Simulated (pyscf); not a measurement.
`[BH2]` [doublet] + `[NH3]` → `[BH2][NH2]` + `[H]` [doublet], a substitution at N (doublet surface; H–N broken, B–N formed). Structures and frequencies: ωB97X-D3(BJ)/def2-SVP in PySCF. MP2 and CC: frozen core, UHF for open shells. ΔMP2 is the change of the MP2 total energy from the triple- to the quadruple-zeta basis. Energies in eV from the separated reactants.

Small-basis levels: PySCF, no dispersion term, spherical d functions. Open shells are spin-unrestricted. 

Problem. In single points MP2/6-31G* puts the saddle at -0.75 eV and the reaction energy at -1.93 eV. Should these be trusted to within a few kcal/mol? Compare with CCSD(T)/def2-TZVPP + ΔMP2(QZVPP).

Solution. CCSD(T)/def2-TZVPP + ΔMP2(QZVPP) gives ΔE‡ = -0.69 eV and ΔE = -1.41 eV. MP2/6-31G* lies 0.06 eV under it in the barrier and 0.52 eV under it in the reaction energy, so on this step it does not hold to within 0.13 eV. CCSD(T)/def2-TZVPP + ΔMP2(QZVPP) has limits of its own. On the reactant side the descent ends in an adduct with a B–N contact, 1.56 eV under the separated species and 0.80 eV under the saddle at ωB97X-D3(BJ)/def2-TZVP. At CCSD(T) the saddle lies under the separated reactants, which points to a path from their complex (located at ωB97X-D3(BJ) alone). What is counted as formed (B–N) is already present as a longer contact in the reactant adduct; forming that adduct is a step of its own. This is the saddle that the search found; another between the same sides may lie lower. The angle at the attacked N is 121°. The CCSD(T) − MP2 part came from Ansatz, without density fitting, on the same reference.
